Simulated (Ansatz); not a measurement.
`[AlH2][SiH2][SiH3]` + NH₃ → `N[SiH2][AlH2]` + SiH₄  (cleavage of the Si–Si bond)

Computed with Ansatz on PBE0-D4/def2-TZVP structures; ΔE is electronic, products minus reactants. CCSD(T)/CBS is the MP2 limit (def2-TZVPP, def2-QZVPP) plus CCSD(T) − MP2 in def2-TZVPP, frozen cores. This one scheme is used for every species. DFT in def2-TZVPP. One conformer a species, not always the lowest.

`[AlH2][SiH2][SiH3]`:

```xyz
10

Al   -0.496   -1.159   -1.828
Si   -0.586    0.748   -0.297
Si    0.779    0.331    1.561
H     0.619   -1.228   -2.956
H    -1.513   -2.368   -1.662
H    -1.967    0.999    0.208
H    -0.100    2.006   -0.936
H     0.757    1.457    2.533
H     0.323   -0.903    2.258
H     2.184    0.115    1.119
```

NH₃:

Cartesian coordinates in Å:
```
N 0.136 -0.221 -0.111
H -0.819 -0.452 0.136
H 0.588 0.114 0.731
H 0.095 0.558 -0.756
```

`N[SiH2][AlH2]`:

Z-matrix (Å, degrees):
```
Si
Al 1 2.457
N 1 1.731 2 109.3
H 1 1.503 2 109.4 3 -126.4
H 1 1.493 2 111.4 3 118.8
H 2 1.590 1 121.3 3 -164.1
H 2 1.593 1 120.4 3 16.9
H 3 1.008 1 120.2 2 178.6
H 3 1.007 1 119.2 2 -39.1
```

SiH₄:

```xyz
5

Si    0.000    0.000    0.000
H    -1.428   -0.330    0.235
H     0.741   -0.067    1.285
H     0.106    1.370   -0.561
H     0.582   -0.974   -0.958
```

(1) Is it downhill or uphill in electronic energy at CCSD(T)/CBS, and by how much? (An estimate is asked.)

(2) What do these levels give: PBE-D4, B97M-V, r2SCAN0-D4, BHLYP-D4, PBE, revPBE? (Best estimate.)

(3) What do rigid-rotor, harmonic-oscillator terms from PBE0-D4/def2-TZVP frequencies (298.15 K, 1 bar) make of the CCSD(T)/CBS value? (Best estimate.)

Largest T1 diagnostic among the species: 0.013.

Answers

(1) Ansatz gave: Downhill: ΔE = -19.6 kJ/mol.

(2) Computed: PBE-D4 -3.0, B97M-V -11.7, r2SCAN0-D4 -16.0, BHLYP-D4 -27.8, PBE -4.9, revPBE -3.7 kJ/mol.

(3) Computed: ΔZPE = -5.4 kJ/mol, ΔH = -27.2 kJ/mol, ΔS = -19 J/(mol·K), ΔG = -21.6 kJ/mol.

The D4 term adds +3.1 kJ/mol with B3LYP and +1.9 kJ/mol with PBE0; it sums over pairs of atoms, weighted by their polarisabilities, and B3LYP, whose exchange is more repulsive, gets the larger term. In def2-TZVPP, CCSD(T) changes the Hartree–Fock value by +21.9 kJ/mol (the triples alone add +3.2 kJ/mol) and MP2 by +16.1 kJ/mol.

B3LYP here is the variant with VWN-RPA as its local correlation; programs differ in this.
